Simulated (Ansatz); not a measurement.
We consider bcc Li, described by r²SCAN (PAW; Ansatz, a first-principles code).

A relaxed, unreconstructed slab of the (100) face has 8 atoms, two equal faces of 12.095 Å² each and an energy of -1640.3722 eV. A bulk cell of 2 atoms with the same orientation and in-plane k mesh has -410.2683 eV. Energies are extrapolated to zero smearing.

Settings: plane-wave cutoff 500 eV, 16×16×1 k mesh (along the axes of the cell as run), Fermi–Dirac smearing 0.1 eV, scalar-relativistic PAW data made under PBE.

Worked out: γ = (E_slab − N E_bulk per atom)/2A = [-1640.3722 − 8 × (-410.2683/2)]/(2 × 12.095) = 0.0290 eV/Å². With 16.022 J/m² per eV/Å² this is 0.46 J/m², or 0.35 eV per surface cell and face.
